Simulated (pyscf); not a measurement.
`[F][W]([F])([F])([F])=[S]` + `[ClH]` → `[F][W]([F])([F])([F])([SH])[Cl]` (addition across a multiple bond or ene-type step; singlet surface; Cl–H broken, H–S, Cl–W formed). Single points on ωB97X-D3(BJ)/def2-SVP structures (PySCF, gas phase). Rate constants from transition-state theory at the high-pressure limit, ωB97M-D3(BJ)/def2-TZVP energies (ideal gas, 1 atm, RRHO with modes under 100 cm⁻¹ raised to 100, one conformer, R ln 2 for chiral ones without a mode under 150 cm⁻¹; no tunnelling), k in cm³ molecule⁻¹ s⁻¹.

| T (K) | 1000/T | log10 k |
|---|---|---|
| 298 | 3.354 | -33.79 |
| 600 | 1.667 | ? |
| 900 | 1.111 | -19.41 |
| 1200 | 0.833 | -17.45 |

Question: Fit an Arrhenius line to the three values, give the activation energy, and predict k at 600 K.

Answer: Least squares gives log10 k = -12.15 − 6.46 × 1000/T, so Ea = 6.46 × ln 10 × 1.987 = 29.6 kcal/mol, against an electronic barrier of 29.0. At 600 K the line gives -22.92; the computed value is -23.12 (ΔG‡ = 47.0 kcal/mol), a factor 1.6 under the line, since the plot is curved. On the product side the descent ends in a point that may be a rotor saddle (no frequency run), 1.6 kcal/mol over the lowest minimum found and 20.9 kcal/mol under the saddle at ωB97X-D3(BJ)/def2-TZVP. At ωB97X-D3(BJ)/def2-TZVP the barrier from the zero used here is 23.2 kcal/mol. This is the saddle that the search found; another between the same sides may lie lower. Elements past Kr carry the def2 core potentials, without spin-orbit coupling.
